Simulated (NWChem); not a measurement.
System: hydrogen peroxide (H$_{2}$O$_{2}$); SMILES OO

All runs: NWChem. Pople sets run with spherical d functions. Each level has its own optimisation; frequencies are unscaled.

| level | r O–O (Å) | r H–O (Å) | highest harmonic frequency (cm⁻¹) | lowest (cm⁻¹) | zero-point energy (kcal/mol) | dipole (D) |
|---|---|---|---|---|---|---|
| Hartree-Fock/STO-3G | 1.395 | 1.002 | 4140 | 243 | 19.1 | 1.44 |
| Hartree-Fock/3-21G | 1.473 | 0.970 | 3844 | (withheld) | 16.9 | (withheld) |
| Hartree-Fock/6-31G* | 1.397 | 0.949 | 4078 | 395 | 18.3 | 1.92 |
| B3LYP/6-31G* | 1.456 | 0.973 | 3704 | 356 | 16.5 | 1.82 |
| LDA (Slater exchange, VWN5)/def2-SVP | 1.421 | 0.980 | 3651 | 356 | 16.2 | 1.81 |
| PBE/def2-SVP | 1.456 | 0.980 | 3637 | 338 | 16.0 | 1.74 |
| BLYP/def2-SVP | 1.481 | 0.982 | 3590 | 300 | 15.7 | 1.60 |
| PBE0/def2-SVP | 1.418 | 0.967 | 3826 | 355 | 16.9 | 1.80 |

**Question.** Complete the blanks.

**Answer.** 
- Hartree-Fock/3-21G, lowest (cm⁻¹): 89
- Hartree-Fock/3-21G, dipole (D): 0.00
